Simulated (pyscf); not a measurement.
Optimised with ωB97X-D3(BJ)/def2-SVP in PySCF.

Problem. PBE/def2-TZVP puts the barrier of `[SiH3][NH][SiH3]` + `[FH]` → `[F][SiH2][NH][SiH3]` + `[H][H]` (four-centre exchange; singlet surface; H–Si, F–H broken, F–Si, H–H formed) at 17.8 kcal/mol and the reaction energy at -32.2 kcal/mol, from the separated reactants. What do r²SCAN/def2-TZVP, M06-2X/def2-TZVP, ωB97M-D3(BJ)/def2-TZVP give on the same structures?

Solution. r²SCAN: ΔE‡ = 18.9 kcal/mol, ΔE = -35.0 kcal/mol; M06-2X: ΔE‡ = 24.8 kcal/mol, ΔE = -35.4 kcal/mol; ωB97M-D3(BJ): ΔE‡ = 23.3 kcal/mol, ΔE = -33.3 kcal/mol. PBE's barrier lies under all of them, by 1.1 to 7.0 kcal/mol. Its reaction energy lies over all of them, by 1.0 to 3.2 kcal/mol. The same reactants have a lower exit, to F–SiH₃ + H₂N–SiH₃ (barrier +10.0 kcal/mol at ωB97M-D3(BJ)/def2-TZVP, against +23.3 kcal/mol here). One saddle was located; it need not be the lowest between these sides.
